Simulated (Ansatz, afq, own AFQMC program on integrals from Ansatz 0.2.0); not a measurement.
Two steps: Ansatz 0.2.0 writes the Fock matrix and Cholesky factors of the valence space, and afq projects on them the lowest state that overlaps trial and start.

```yaml
crystal:
  periodic: [false, false, false]
  atoms:
    - {symbol: Al, position_ang: [0.000000, 0.000000, 0.000000]}
    - {symbol: F, position_ang: [0.000000, 0.000000, 1.719000]}
basis:
  gaussian: {orbitals: aug-cc-pVDZ}
total_charge: -1
magnetization: {spin_polarized: false, initial_magnetization: 3}
correlation: {method: ccsd_t, electrons: outside_noble_gas, hamiltonian_folder: ham}
```

```sh
$ ansatz run in.yaml --threads 1 --pin off --events-out ev --progress --plain --max-ram 1843MiB
```

afq runs on the folder ham with

```
--method phaseless --trial hf --walkers 120 --populations 1 --least-time 40 --time-step 0.005 --steps-per-block 20 --equilibration-blocks 112 --max-blocks 600 --target-error 0.0012000 --factor-cut 1e-05 --start spin_pure --seed 4122 --taylor-order 6
```

Times are imaginary, in 1/Eh. The walk had a cap of 2083 s.

afq prints:

```
orbitals 44  electrons 7 4  factors 318 of 482
reference energy -341.36709713 Eh
CCSD correlation -0.24653067 Eh in 12 cycles, weight of the determinant in the CISD state 0.9182
energy of the start -341.367097 Eh
 block  time / (1/Eh)  mean weight  energy / Eh
     1     0.100  1.0022  -341.462676
     2     0.200  1.0020  -341.496098
     3     0.300  1.0031  -341.519897
     4     0.400  1.0043  -341.544111
     5     0.500  1.0004  -341.567577
     7     0.700  1.0041  -341.570559
     9     0.900  1.0018  -341.583957
    18     1.800  0.9983  -341.588575
    52     5.200  0.9981  -341.602932
    86     8.600  1.0014  -341.668231
   120    12.000  1.0001  -341.581163
   154    15.400  1.0014  -341.618644
   188    18.800  1.0002  -341.646763
   222    22.200  1.0032  -341.653542
   256    25.600  0.9970  -341.593172
   290    29.000  0.9984  -341.612932
   324    32.400  1.0025  -341.611811
   358    35.800  1.0007  -341.586462
   392    39.200  0.9988  -341.585647
   426    42.600  0.9994  -341.604854
   460    46.000  1.0040  -341.671814
   494    49.400  0.9989  -341.576206
   528    52.800  1.0025  -341.633860
   562    56.200  0.9974  -341.604528
   596    59.600  1.0018  -341.742873
   630    63.000  0.9984  -341.631667
   664    66.400  0.9996  -341.650325
   698    69.800  0.9993  -341.607517
blocks merged  error / Eh  count
     1  0.001008  600
     2  0.001292  300
     4  0.001547  150
     8  0.001880  75
    16  0.002108  37
    32  0.002117  18
    64  0.001857  9
energy -341.621310 +/- 0.002117 Eh
(rows thinned)
```

The run passed its tests (sampling time, drift between the halves within three errors, error under three times the target), which doesn't prove that it has relaxed.

Against this walk (error 57.6 meV) on the same determinant: CCSD(T) 47.7 meV higher (within the noise), CCSDT(Q) 27.5 meV higher (within the noise), a separate phaseless walk with a CISD trial and standard settings 38.7 ± 58.6 meV higher (within the noise). The error is statistical and leaves out the bias of the constraint.

Cautions: constraint bias not in the error; error above the target (57.6 against 32.7 meV); lower spins were not checked.

The walk took 4.8 min on 1 thread of Arm Neoverse V2 (shared host). The log's last line is the phaseless energy.

CCSDT and higher add their correlation energy to the determinant of the CCSD(T) run, since their own runs factorise the integrals more tightly (a shift of under 2 meV). A walk keeps the symmetry of its determinant, which the program's search chose and which needn't be the lowest solution, so a lower state of the same spin and another symmetry isn't excluded.
